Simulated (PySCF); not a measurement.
# Li: ionisation energy

Li [He] 2s1 (2S) → Li+ 1s2 (1S), as a difference of total energies. All numbers are calculated (PySCF 2.14, no relativity, point nucleus, in dyall-av3z). The calculations carry no spin-orbit coupling.

| method | ionisation energy (eV) | error (eV) |
| --- | --- | --- |
| UHF | 5.343 | -0.049 |
| LDA | 5.473 | +0.081 |
| PBE | 5.589 | +0.197 |
| PBE0 | 5.571 | +0.179 |
| r2SCAN | 5.392 | 0.000 |
| M06 | 5.333 | -0.059 |
| B3LYP | 5.628 | +0.236 |
| LC-wPBE | 5.580 | +0.188 |

Reference: 5.392 eV (measured; NIST Atomic Spectra Database, ionization energies).
